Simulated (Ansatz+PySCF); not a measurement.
Values are calculated unless marked as measured or tabulated.
Input for PySCF 2.14.0:

```python
from pyscf import gto, scf, mp

# the (T+d) and (D+d) sets load through basis_set_exchange
mol = gto.M(atom="""
C 0.000000 0.688730 -0.097370
Cl -1.484360 -0.171670 0.009300
Cl 1.484360 -0.171670 0.009300
H 0.000000 1.704530 0.267920
""", basis={'C': 'cc-pvtz', 'Cl': 'cc-pv(t+d)z', 'H': 'cc-pvtz'}, charge=0, spin=1)
mf = scf.UHF(mol)
mf.kernel()
pt = mp.MP2(mf, frozen=11).run()
print(mf.e_tot, pt.e_corr, pt.e_tot)
```

The script is written out from the run's settings.

The run gave:

| Quantity | Value |
| --- | --- |
| Converged | yes |
| Reference energy | -957.45194 hartree |
| Correlation energy | -0.51824 hartree |
| Total energy | -957.97018 hartree |
| Spin squared of the determinant | 0.769 |
